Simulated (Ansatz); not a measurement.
The same path of C$_{2}$H$_{6}$B (9 atoms, charge 0, multiplicity 2) was run twice with different band settings. The coordinate that changes most is the dihedral H4–B1–C2–C3.

Level of theory: UKS PBE0/def2-SVP (Ansatz).

Relaxed end points:

```xyz
9
Properties=species:S:1:pos:R:3
B -1.426 0.526 -0.620
C 0.073 0.339 -0.299
C 0.509 -0.735 0.691
H -1.911 1.324 -1.389
H 0.575 0.211 -1.282
H 0.416 1.347 0.023
H 1.601 -0.746 0.833
H 0.206 -1.736 0.349
H 0.045 -0.577 1.677
```

```xyz
9
Properties=species:S:1:pos:R:3
B -1.161 0.922 -0.836
C 0.231 0.575 -0.269
C 0.378 -0.659 0.622
H -2.106 0.192 -1.039
H 0.768 0.416 -1.236
H 0.739 1.455 0.162
H 1.434 -0.876 0.849
H -0.053 -1.553 0.146
H -0.141 -0.518 1.583
```

Common settings: climbing image yes; spring 5.0 eV/Å²; optimiser quadratic models (default); start path IDPP; force threshold 0.05 eV/Å; iteration limit 60; end points relaxed.

| run | movable images |
| --- | --- |
| 1 | 5 |
| 2 | 1 |

What does each run give, and how far can it be trusted?

Run 1: converged after 9 iterations, highest image 0.092 eV above the first end. A vibrational analysis at the climbing image gives one clearly imaginary mode, 236i cm⁻¹: a first-order saddle point.
Run 2: converged after 6 iterations, highest image 0.092 eV above the first end. Another band between the same ends (5 images) ends at a top of the same energy, where a vibrational analysis finds 1 clearly imaginary mode. So few images can step over the top or miss a turn of the path.
